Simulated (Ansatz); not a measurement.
# H₃Si–GeH⁺, doublet: the ladder up to UCCSDT(Q)

Geometry: that of the H3Si–GeH, triplet, kept fixed.

```
atom    x (Å)    y (Å)    z (Å)
  Si   0.0000  -0.0421   1.6567
  Ge   0.0000   0.0347  -0.7080
   H   1.2108  -0.7342   2.1756
   H   0.0000   1.3682   2.1200
   H  -1.2108  -0.7342   2.1756
   H   0.0000  -1.2247  -1.6073
```

Basis cc-pVDZ; Ansatz 0.2.0. Correlated methods freeze the noble-gas cores and the filled d shells of p-block atoms, which leaves 11 electrons in 46 orbitals. Prefix R: restricted or restricted open-shell reference; prefix U: unrestricted. Active spaces: frontier = (9e, 9o) about the gap. No spin–orbit coupling is included, and no scalar relativity.

Full CI isn't at hand for all of this; UCCSDT(Q) serves as the reference, and is uncertain by about the last step of the cluster series. The frozen core follows each run's orbitals, which can shift R against U totals by a few meV for light atoms and by up to 0.1 eV past Ca.

- UHF ⟨S²⟩: 0.758
- T1 diagnostic (RCCSD): 0.0207
- largest doubles amplitude (RCCSD): 0.042
- T1 diagnostic (UCCSD): 0.0169

```tsv
level	E − E(UCCSDT(Q)) (meV)	share of correlation (%)	wall time
UHF	5565	1.18	–
UMP2	1326	76.46	–
UCCSD	167	97.03	–
UCCSD(T)	37	99.33	4.2 s
UCCSDT	5	99.91	–
```

The correlation energy at UCCSDT(Q), counted from RHF, is -5.631 eV. That run took 41 s on 1 thread of Arm Neoverse V2, shared host.

Run but not shown, since their state or frozen core can't be matched to the reference's or they repeat it: RHF, RMP2, CISD, RCCSD, RCCSD(T), BCCD(T), RCCSDT, RCCSDT(Q), CASSCF (frontier space), MRCISD (frontier space), MRCISD+Q (frontier space).

Times hold each run's SCF and search for its determinant on a shared host, so for small cases they say little of a method's own cost; they ran on 1 thread of Arm Neoverse V2.
